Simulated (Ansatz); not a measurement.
C2H2ClFO2 (`O=COC(F)Cl`), relaxed with RKS PBE-D4/def2-SVP in the Gaussian-basis code of Ansatz from a rough embedded geometry. The force threshold is 0.03 eV/Å; the program also tests the step.

The species carries charge 0 and has multiplicity 1.

Start:

```xyz
8

O     1.371   -1.184    0.511
C     1.205   -0.419   -0.414
O     0.110    0.361   -0.722
C    -0.796    0.270    0.284
F    -0.502    1.130    1.267
Cl   -2.386    0.869   -0.424
H     2.006   -0.299   -1.182
H    -1.006   -0.728    0.680
```

Problem. By how much does the energy fall, and how many steps does the optimiser take? (Estimate.)

Solution. Ansatz gave: 25.64 kJ/mol, in 29 steps, 8 of them rejected.

Problem. Which bonds change most? (Estimate.)

Solution. Computed: C4–Cl6 from 1.841 to 1.792 Å; O3–C4 from 1.357 to 1.405 Å; C4–H8 from 1.094 to 1.108 Å; O1–C2 from 1.213 to 1.204 Å.

Problem. Give the relaxed structure. (Estimate.)

Solution. Computed: 
```xyz
8

O     0.988   -1.610   -0.036
C     1.178   -0.522   -0.517
O     0.369    0.577   -0.368
C    -0.775    0.426    0.434
F    -0.839    1.499    1.245
Cl   -2.229    0.367   -0.613
H     2.039   -0.222   -1.162
H    -0.731   -0.515    1.017
```
